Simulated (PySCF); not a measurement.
Worked example: entropy of an ideal gas

CH₂O, SMILES C=O.

The structure is a stationary point at PBE-D3(BJ)/def2-TZVPD.

PBE-D3(BJ)/def2-TZVPD run with PySCF gives the harmonic wavenumbers 1148, 1218, 1477, 1762, 2794, 2840 cm⁻¹ and the rotational temperatures 13.3832, 1.8483, 1.6240 K. The molar mass is 30.03 g/mol, the symmetry number 2, the spin multiplicity 1.

Q: Work out the entropy at 298.15 K and 1 atm in the rigid-rotor, harmonic-oscillator model.

A: 
Translation (Sackur–Tetrode at 1 atm): S = R[1.5 ln M + 2.5 ln T − 1.16487] = 151.2 J/(mol K).
Rotation: q = (√π/σ) T^1.5/√(θA θB θC) = 720, S = R[ln q + 3/2] = 67.2 J/(mol K).
Vibration: with u = 1.4388 ν/T, each mode gives R[u/(e^u − 1) − ln(1 − e^−u)]:
| ν (cm⁻¹) | modes | u | S (J/(mol K)) |
|---|---|---|---|
| 1148 | 1 | 5.54 | 0.21 |
| 1218 | 1 | 5.88 | 0.16 |
| 1477 | 1 | 7.13 | 0.05 |
| 1762 | 1 | 8.50 | 0.02 |
The stiffer modes add less than 0.005 each. Sum 0.4 J/(mol K).
Spin: R ln 1 = 0.0 J/(mol K).
Total 218.8 J/(mol K); the program's own thermochemistry gives 218.8. Translation makes up 69 % and vibration 0 %. Anharmonicity, hindered rotation and orbital degeneracy are left out.
